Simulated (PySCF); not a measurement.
**`CP(C)C`: ΔSCF against reference XPS values**

Measured values to reproduce (core binding energies): C 1s of C1/C3/C4 290.13 eV [1]; C 1s of C1/C3/C4 290.30 eV [2]; P 1s of P2 2149.90 eV [4]. Sources and the comparison follow the method.

Compound: C3H9P.
Atom-mapped SMILES: `[CH3:1][P:2]([CH3:3])[CH3:4]`

Structure used (PBE0-D3(BJ)/def2-SVP), in Å, numbered top down from 1:
```xyz
13
C3H9P angstrom
C     -0.338    1.584    0.430
P     -0.127   -0.161    1.008
C      1.599   -0.465    0.414
C     -1.060   -1.034   -0.330
H     -0.067    1.713   -0.632
H      0.290    2.251    1.039
H     -1.385    1.893    0.569
H      1.735   -0.195   -0.646
H      1.851   -1.529    0.545
H      2.305    0.120    1.023
H     -0.743   -0.724   -1.339
H     -0.915   -2.120   -0.231
H     -2.137   -0.832   -0.219
```

Method used: PySCF 2.14.0, delta-SCF UKS SCAN, pcX-2 on the ionised atom, pcseg-1 elsewhere, spin-free X2C. These are vertical core ionisation energies against the vacuum level, from separate self-consistent calculations with and without the core hole.

```
    atom                     environment  level  this calculation (eV)  reference (eV)  difference (eV)  source
C1/C3/C4  sp3 carbon bound to phosphorus   C 1s                 290.36          290.13            +0.23     [1]
C1/C3/C4  sp3 carbon bound to phosphorus   C 1s                 290.36          290.30            +0.06     [2]
      P2            phosphine phosphorus   P 1s                2149.54         2149.87            -0.33     [3]
      P2            phosphine phosphorus   P 1s                2149.54         2149.90            -0.36     [4]
```

[1] measured, gas; Perry, Schaaf, Jolly, LBL-3517 (X-ray photoelectron spectroscopic study of charge distributions in tetracovalent compounds of nitrogen and phosphorus, 1975) Note: scanned preprint of the 1970s; energy scale about 0.17 eV below the 1984 compilation; uncertainty about 0.05 eV.
[2] measured, gas; Beach, A photoelectron spectroscopic study of bonding in inorganic and organometallic compounds, PhD thesis, LBL 1985
[3] computed, ΔMP2, cc-pCVQZ:cc-pVQZ, with the paper's relativistic correction, gas; Besley, J. Chem. Theory Comput. 2021, 17, 3644 (DFT calculations of core-electron binding energies at the K-edge of heavier elements)
[4] measured, gas; Besley, J. Chem. Theory Comput. 2021, 17, 3644 (DFT calculations of core-electron binding energies at the K-edge of heavier elements)

Task: How far is it from the measured entries?

Result: Over the 3 different measured values (2 distinct lines) the mean signed difference is -0.02 eV, the mean unsigned one 0.22 eV and the largest 0.36 eV; the computed references in the table aren't counted. The calculation is vertical and has no vibrational structure, and measured positions depend on the energy calibration.

Atoms equivalent by their bonding share one computed value, that of the first of them. Not every level is listed. Geometry: PBE0-D3(BJ)/def2-SVP; no solvent, vibrations or thermal averaging.
